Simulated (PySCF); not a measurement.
**Static response to an electric field**

Compound: 2,5-dihydrofuran, C4H6O.
Geometry (GFN2-xTB, Å), atoms numbered from 1 in this order:
```
atom  x, y, z in Å
C1    -0.7218    0.7977   -0.2991
C2     0.5629    0.9635   -0.0424
C3     1.1761   -0.3534    0.3193
O4     0.1192   -1.2984    0.2424
C5    -1.0842   -0.6454   -0.1335
H6    -1.4459    1.5368   -0.5851
H7     1.1371    1.8700   -0.0693
H8     1.5930   -0.3487    1.3368
H9     1.9774   -0.6409   -0.3762
H10   -1.8436   -0.7935    0.6478
H11   -1.4648   -1.0849   -1.0666
```

Level: PBE0/def2-SVPD (PySCF), static field, nuclei fixed, core orbitals frozen in the response. The polarisability tensor in these axes (au):

```
x   60.40  2.04  4.46
y    2.04 47.27 -0.99
z    4.46 -0.99 39.94
```

**Question.** Give the principal values, the mean and the anisotropy Δα = √{½[(α1 − α2)² + (α2 − α3)² + (α1 − α3)²]}.

**Answer.** Principal values 38.78, 47.27 and 61.56 au; mean 49.20 au = 7.29 Å³ = 8.11 × 10⁻⁴⁰ C²·m²/J; Δα = 19.94 au (41 % of the mean).

**Question.** What is the dipole moment, and where does it point?

**Answer.** (-0.15, 1.62, -0.30) D, 1.66 D in size, pointing from the negative to the positive side. Measured along this direction, the outermost atoms are O4 at the negative end and H7 and H6 at the positive end.

**Question.** What molar refraction does this α imply?

**Answer.** Lorentz–Lorenz: R = (4π/3)N_A α = 2.5225 cm³/(mol·Å³) × 7.29 Å³ = 18.4 cm³/mol, in the limit of long wavelengths.

**Question.** Sum over states: ᾱ = Σ f/ω², ω in Eh. What share falls to these 8 lowest TDDFT singlets (eV, f)? 6.00, 0.0748; 6.44, 0.0041; 7.22, 0.0000; 7.42, 0.0272; 7.61, 0.0180; 7.89, 0.1886; 7.90, 0.0092; 8.03, 0.0087.

**Answer.** They add up to 4.66 au, 9.5 % of the 49.20 au; the largest single term is 2.25 au, from the state at 7.89 eV. Terms in order: 1.54, 0.07, 0.00, 0.37, 0.23, 2.25, 0.11, 0.10 au. Higher excitations give the rest. The strengths listed sum to 0.331.

**Question.** Orientational against electronic polarisability at 350 K (dilute gas, rigid molecules)?

**Answer.** In Gaussian units μ²/3kT = 18.98 Å³ against 7.29 Å³, a ratio of 2.60; the Debye molar polarisation (4π/3)N_A(α + μ²/3kT) is 66.3 cm³/mol, leaving out the vibrational part.

**Question.** Give the eigenvalues of the traceless quadrupole moment Θ = ½Σq(3rr − r²1), origin at the centre of nuclear charge.

**Answer.** -3.63, -1.82, 5.45 D·Å. The values depend on the origin, since the dipole doesn't vanish. The electronic extent ⟨r²⟩ about the same centre is 335 bohr², a root-mean-square distance of 1.57 Å for the 38 electrons.

Geometry: GFN2-xTB; no solvent, vibrations or thermal averaging.
